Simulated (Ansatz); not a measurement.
in.yaml

```yaml
crystal:
  periodic: [false, false, false]
  atoms:
    - {symbol: Al, position_ang: [0.000000, 0.000000, 0.369139]}
    - {symbol: Al, position_ang: [0.000000, 0.000000, -1.991277]}
    - {symbol: H, position_ang: [0.000000, 0.000000, 1.622139]}
basis:
  gaussian: {orbitals: 6-31G}
magnetization: {spin_polarized: true, initial_magnetization: 3}
hamiltonian: {xc: {name: r2SCAN}}
```

```sh
$ ansatz run in.yaml --threads 1 --pin off --events-out ev --progress --plain --max-ram 2393MiB
```

Log:

```
308 factors; integrals over basis functions are off by at most 1.7e-4 eV
mean field evaluation 1: about -13202.5956 eV, gradient 7.4e0 eV
mean field evaluation 2: about -13201.2572 eV, gradient 1.1e1 eV
mean field evaluation 4: about -13203.2584 eV, gradient 3.2e-1 eV
mean field evaluation 8: about -13203.2591 eV, gradient 2.1e-2 eV
mean field evaluation 16: about -13203.2591 eV, gradient 2.3e-5 eV
mean field -13203.25913111 eV, -485.2108235778 hartree, gradient 2.3e-5 eV, S^2 3.756337; 0 other end points of the search recorded, 0 dependent functions left out
reference -13203.25914764 eV, -485.2108241854 hartree; 15, 12 occupied and 13, 16 virtual orbitals, 308 factors
Total energy: -13203.25914764 eV, -485.2108241854 hartree
```

Ran on 1 thread of Intel Xeon, shared host: 3.5 s wall, 0.12 GiB peak host memory.
